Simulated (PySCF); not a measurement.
Gas-phase reaction: 3 CH3SiHCl2 + CCl4 → c-Si3H6 + 5 Cl2 + C4H6 (butadiene)

Computed with PySCF and rigid-rotor harmonic-oscillator thermochemistry at 1 bar. † marks an energy on the PBE0/def2-TZVP geometry and frequencies; other levels use their own. MP2 and CCSD(T) freeze the core. 6-31G* has spherical d functions here. All species are closed-shell singlets. B3LYP is the form with VWN-RPA correlation. c-Si3H6: computed as isolated molecules; such fragments, hydroxides, amides, oligomers or adducts are transient or little studied in the gas. MP2 isn't extrapolated to the basis-set limit; its ΔH°(298 K) is 1766.7 kJ in def2-SVP and 1762.6 kJ in def2-TZVPP. CCSD(T) isn't extrapolated to the basis-set limit; its ΔH°(298 K) is 1637.3 kJ in def2-SVP and 1639.2 kJ in def2-TZVPP. The harmonic model lacks anharmonicity and excited electronic states, which grow with temperature; levels with a mode under 35 cm⁻¹ are left out. Internal rotation in CH3SiHCl2, C4H6 (butadiene) is treated as a harmonic vibration of one conformer, which makes the entropy rough.

```json
[
 {"level": "B3LYP/6-31G*", "ΔE electronic, kJ": "1611", "ΔH°(298 K), kJ": "1574", "ΔS°(298 K), J/K": "399", "ΔG°(1000 K), kJ": "1180"},
 {"level": "CCSD(T)/def2-TZVPP†", "ΔE electronic, kJ": "1673", "ΔH°(298 K), kJ": "1639", "ΔS°(298 K), J/K": "400", "ΔG°(1000 K), kJ": "1245"},
 {"level": "HF/def2-TZVP†", "ΔE electronic, kJ": "1682", "ΔH°(298 K), kJ": "1648", "ΔS°(298 K), J/K": "400", "ΔG°(1000 K), kJ": "1254"},
 {"level": "M06-2X/def2-TZVP†", "ΔE electronic, kJ": "1690", "ΔH°(298 K), kJ": "1656", "ΔS°(298 K), J/K": "400", "ΔG°(1000 K), kJ": "1262"},
 {"level": "MP2/def2-SVP†", "ΔE electronic, kJ": "1800", "ΔH°(298 K), kJ": "1767", "ΔS°(298 K), J/K": "400", "ΔG°(1000 K), kJ": "1373"},
 {"level": "r2SCAN/def2-TZVP†", "ΔE electronic, kJ": "1688", "ΔH°(298 K), kJ": "1654", "ΔS°(298 K), J/K": "400", "ΔG°(1000 K), kJ": "1260"},
 {"level": "ωB97M-V/def2-TZVP†", "ΔE electronic, kJ": "1699", "ΔH°(298 K), kJ": "1665", "ΔS°(298 K), J/K": "400", "ΔG°(1000 K), kJ": "1271"},
 {"level": "ωB97X-V/def2-TZVP†", "ΔE electronic, kJ": "1699", "ΔH°(298 K), kJ": "1665", "ΔS°(298 K), J/K": "400", "ΔG°(1000 K), kJ": "1271"}
]
```
ΔH° is lowest at B3LYP/6-31G* and highest at MP2/def2-SVP†. No reference value is set beside these.
